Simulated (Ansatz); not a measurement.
## Active spaces for C2H2O2, singlet

Calculated in Ansatz's Gaussian-basis code. Basis aug-cc-pVDZ, nonrelativistic, 4 orbitals frozen in the corrections. State-specific CASSCF; RHF is the lowest restricted (open-shell) Hartree–Fock solution met. On stretched bonds single-reference methods can fail or change state. Solutions may break the symmetry of the shape. Lower solutions, or ones in other orbitals, may exist.

Geometry:

```json
{"atom": "C", "x (Å)": "0.0000", "y (Å)": "-0.3947", "z (Å)": "-0.6453"}
{"atom": "C", "x (Å)": "0.0000", "y (Å)": "0.3947", "z (Å)": "0.6453"}
{"atom": "O", "x (Å)": "0.0000", "y (Å)": "0.1670", "z (Å)": "-1.7316"}
{"atom": "H", "x (Å)": "0.0000", "y (Å)": "-1.4939", "z (Å)": "-0.5259"}
{"atom": "O", "x (Å)": "0.0000", "y (Å)": "-0.1670", "z (Å)": "1.7316"}
{"atom": "H", "x (Å)": "0.0000", "y (Å)": "1.4939", "z (Å)": "0.5259"}
```

What do CASSCF and its corrections give against RHF in CAS(4,4), and what are the occupations?

CASSCF -1.987 eV, SC-NEVPT2 -17.621 eV; occupations 1.92, 1.90, 0.11, 0.06.

How do single-reference totals in the same basis and frozen core stand against SC-NEVPT2 in CAS(4,4)?

CCSD(T) -1.249 eV. Coupled cluster stands on the determinant that it favours, which can lie over the RHF solution above, and is in doubt where the occupations are far from 0, 1 and 2.

Roughly how much CPU time does a whole run from the default start take (median of such runs, summed over threads; nearly all runs on one pinned thread of a shared server, mostly Xeon at 2.3 to 2.6 GHz, by a development driver)?

CAS(4,4): about 19 s. Other jobs ran beside these, and the count of passes differs.
